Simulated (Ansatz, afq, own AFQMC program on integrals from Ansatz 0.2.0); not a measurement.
Integrals from Ansatz 0.2.0, then the random walk in our own AFQMC program (afq).

```yaml
crystal:
  periodic: [false, false, false]
  atoms:
    - {symbol: Ge, position_ang: [-0.717764, 1.088162, -0.939396]}
    - {symbol: O, position_ang: [0.696944, 0.200929, -0.333221]}
    - {symbol: Ge, position_ang: [0.816767, -1.074727, 0.897360]}
    - {symbol: H, position_ang: [-1.721143, 0.091879, -1.557860]}
    - {symbol: H, position_ang: [-0.180230, 2.061019, -1.998580]}
    - {symbol: H, position_ang: [-1.384023, 1.848655, 0.226621]}
    - {symbol: H, position_ang: [2.305289, -1.442749, 0.976033]}
    - {symbol: H, position_ang: [-0.033552, -2.287188, 0.462918]}
    - {symbol: H, position_ang: [0.306112, -0.532378, 2.249025]}
basis:
  gaussian: {orbitals: def2-TZVP}
total_charge: 1
magnetization: {spin_polarized: true, initial_magnetization: 1}
correlation: {method: ccsd_t, electrons: outside_noble_gas, hamiltonian_folder: ham}
```

```sh
$ ansatz run in.yaml --threads 1 --pin off --events-out ev --progress --plain --max-ram 16896MiB --backend cuda --devices 0, --max-vram 18GiB
```

Options of the walk:

```
--method phaseless --trial cisd --walkers 600 --populations 10 --least-time 60 --time-step 0.005 --steps-per-block 50 --equilibration-blocks 28 --max-blocks 4000 --target-error 0.00026 --factor-cut 1e-05 --start spin_pure --seed 1901 --release-times 0.24,0.51,0.99,1.5 --release-step 0.03 --release-every 4 --taylor-order 6
```

Times are imaginary, in 1/Eh. The walk had a cap of 261 s. With eight or more populations the least sampling time is a fifth of least-time, and the error comes from their spread. Filled inner d shells are frozen with the cores.

Log:

```
orbitals 134  electrons 10 9  factors 1046 of 1150
reference energy -4228.81099585 Eh
CCSD correlation -0.47200878 Eh in 14 cycles, weight of the determinant in the CISD state 0.7712
energy of the start -4229.282920 Eh
 block  time / (1/Eh)  mean weight  energy / Eh
     1     0.250  0.9996  -4229.272594
     2     0.500  0.9998  -4229.277527
     3     0.750  0.9996  -4229.284921
     4     1.000  1.0006  -4229.288327
     5     1.250  0.9993  -4229.288081
     8     2.000  0.9989  -4229.296090
    13     3.250  0.9987  -4229.298725
    22     5.500  1.0014  -4229.297861
    31     7.750  1.0010  -4229.297321
    40    10.000  0.9992  -4229.303151
    49    12.250  0.9996  -4229.298999
    58    14.500  0.9998  -4229.298913
    67    16.750  1.0000  -4229.308707
    76    19.000  1.0005  -4229.299481
    85    21.250  1.0022  -4229.302651
    94    23.500  0.9993  -4229.305853
   103    25.750  0.9988  -4229.303710
   112    28.000  1.0001  -4229.304607
   115    28.750  1.0016  -4229.295079
   121    30.250  0.9994  -4229.298875
error from the spread of 10 populations
released: time / (1/Eh)  energy / Eh  error  mean overlap
  0.24  -4229.301465  0.000773  0.9966
  0.51  -4229.301147  0.001056  0.9991
  0.99  -4229.302685  0.001177  0.9924
  1.50  -4229.300574  0.001892  0.9832
energy -4229.301283 +/- 0.000542 Eh
(rows thinned)
```

The run passed its tests (sampling time, drift between the halves within three errors, error under three times the target), which doesn't prove that it has relaxed, ending at its cap on processor time.

Against this walk (error 14.8 meV) on the same determinant: CCSD(T) 83.1 meV higher. The error is statistical and leaves out the bias of the constraint. None of these is a sure reference here. The released energies get too noisy after the second time (errors over twice the walk's own, or jumping) (meV from the phaseless value at times in 1/Eh: -5 ± 21 at 0.24, 4 ± 29 at 0.51, -38 ± 32 at 0.99, 19 ± 51 at 1.50), so they give no level.

Cautions: constraint bias not in the error; error above the target (14.8 against 7.1 meV); no relativity below Rb; no spin-orbit coupling; inner d shell frozen; higher spins were not checked; raised T1 diagnostic (T1 0.046, weight of the determinant 0.77, largest double 0.03); the bias of populations of 60 walkers isn't removed.

The walk took 4.4 min on 1 × NVIDIA H100 80GB HBM3 with 2 threads of AMD EPYC 7R13 Processor (Zen 3), on a shared host (the card was shared). The log's last line is the phaseless energy.
